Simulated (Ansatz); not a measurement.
# FH5OSi (built from SMILES F[SiH3].O): a barrier at many levels of theory

Aim: the barrier and energy of one elementary step (Si1–O7 formed, F2–H6 formed, Si1–F2 broken, H6–O7 broken) from LDA up to coupled cluster, on fixed structures, to see where each rung fails.

Program: Ansatz 0.2.0, Gaussian basis. Level of theory: single points in def2-TZVPP on PBE0-D4/def2-TZVP structures. These are calculated values, not measurements.

Levels: SPW92, PBE-D4, BLYP-D4, r2SCAN-D4, B97M-V, PBE0-D4, B3LYP-D4, r2SCAN0-D4, BHLYP-D4, CAM-B3LYP-D4, wB97X-V, wB97M-V, B2PLYP, PBE-QIDH, RPA on PBE, Hartree-Fock, MP2, CCSD, CCSD(T). The reference is CCSD(T) at the basis limit, from triple and quadruple zeta. Zero-point energies come from PBE0-D4 vibrations.

Correlated methods freeze the cores. B3LYP uses VWN-RPA correlation. B2PLYP carries no dispersion term here.

23 further runs of the same task are left out: 23 set aside as unsound or not needed.

## Step 1: The three structures

Charge 0, multiplicity 1. The folders r, ts and p hold the start, the saddle and the end; their coordinates stand in the first inputs.

```csv
pair,r (Å),ts (Å),p (Å)
Si1–O7,3.039,1.831,1.666
F2–H6,2.282,1.274,0.939
Si1–F2,1.611,1.956,3.851
H6–O7,0.961,1.097,1.682
```

## Step 2: wB97M-V/def2-TZVPP

Contents of r/in.yaml:

```yaml
crystal:
  periodic: [false, false, false]
  atoms:
    - {symbol: Si, position_ang: [-1.096679, 0.357976, -0.247905]}
    - {symbol: F, position_ang: [-0.886242, -1.030452, 0.540978]}
    - {symbol: H, position_ang: [-0.558048, 0.232993, -1.617474]}
    - {symbol: H, position_ang: [-2.563850, 0.581288, -0.293939]}
    - {symbol: H, position_ang: [-0.453469, 1.451170, 0.513699]}
    - {symbol: H, position_ang: [1.388408, -1.165601, 0.425441]}
    - {symbol: O, position_ang: [1.829210, -0.427729, -0.005478]}
    - {symbol: H, position_ang: [2.340673, 0.000454, 0.684779]}
basis:
  gaussian: {orbitals: def2-TZVPP}
hamiltonian: {xc: {name: wB97M-V}}
```

Contents of ts/in.yaml:

```yaml
crystal:
  periodic: [false, false, false]
  atoms:
    - {symbol: Si, position_ang: [-0.492573, 0.374934, -0.282484]}
    - {symbol: F, position_ang: [-0.499671, -1.561390, -0.006642]}
    - {symbol: H, position_ang: [-0.819543, 0.119925, -1.698770]}
    - {symbol: H, position_ang: [-1.569734, 0.418815, 0.732841]}
    - {symbol: H, position_ang: [-0.028055, 1.807826, -0.292447]}
    - {symbol: H, position_ang: [0.663938, -1.170287, 0.332938]}
    - {symbol: O, position_ang: [1.169229, -0.202603, 0.224697]}
    - {symbol: H, position_ang: [1.576411, 0.212879, 0.989966]}
basis:
  gaussian: {orbitals: def2-TZVPP}
hamiltonian: {xc: {name: wB97M-V}}
```

Contents of p/in.yaml:

```yaml
crystal:
  periodic: [false, false, false]
  atoms:
    - {symbol: Si, position_ang: [-0.489948, 0.928681, -0.276270]}
    - {symbol: F, position_ang: [0.711626, -2.725848, -0.099067]}
    - {symbol: H, position_ang: [-1.134687, 0.178165, -1.373070]}
    - {symbol: H, position_ang: [-1.501706, 1.487160, 0.655884]}
    - {symbol: H, position_ang: [0.344510, 2.036992, -0.805207]}
    - {symbol: H, position_ang: [0.626982, -1.817447, 0.122608]}
    - {symbol: O, position_ang: [0.464782, -0.188168, 0.509480]}
    - {symbol: H, position_ang: [0.978444, 0.100563, 1.265744]}
basis:
  gaussian: {orbitals: def2-TZVPP}
hamiltonian: {xc: {name: wB97M-V}}
```

No record of the launch command was kept for these runs.

Further steps of the session: CCSD(T)/def2-TZVPP; MP2/def2-QZVPP; Vibrations of the start structure; Vibrations of the end structure.

What does the calculation give? Wanted: barrier, CCSD(T)/CBS; reverse barrier, CCSD(T)/CBS; step energy, CCSD(T)/CBS; barrier with zero-point energy; step energy with zero-point energy; imaginary mode at the saddle; largest T1 diagnostic.

As calculated:

| quantity | value |
| --- | --- |
| barrier, CCSD(T)/CBS | 1.370 eV |
| reverse barrier, CCSD(T)/CBS | 1.125 eV |
| step energy, CCSD(T)/CBS | +0.246 eV |
| barrier with zero-point energy | 1.351 eV |
| step energy with zero-point energy | +0.241 eV |
| imaginary mode at the saddle | 604i cm⁻¹ |
| largest T1 diagnostic | 0.012 |

In words: Among the functionals B97M-V lands nearest to CCSD(T)/CBS (-0.010 eV) and SPW92 farthest (-0.676 eV). Mean unsigned error by rung: LDA 0.676, GGA 0.203, meta-GGA 0.095, hybrid 0.102, range-separated hybrid 0.087, double hybrid 0.050 eV. PBE-D4 gives a barrier 0.293 eV too low, outside chemical accuracy (1 kcal/mol, 0.043 eV). The barrier rises with the share of exact exchange, from BLYP-D4 through B3LYP-D4 to BHLYP-D4 (-0.113, -0.041, +0.099 eV). Hartree-Fock, with no correlation, is off by +0.541 eV. Zero-point motion lowers the barrier by 0.020 eV.
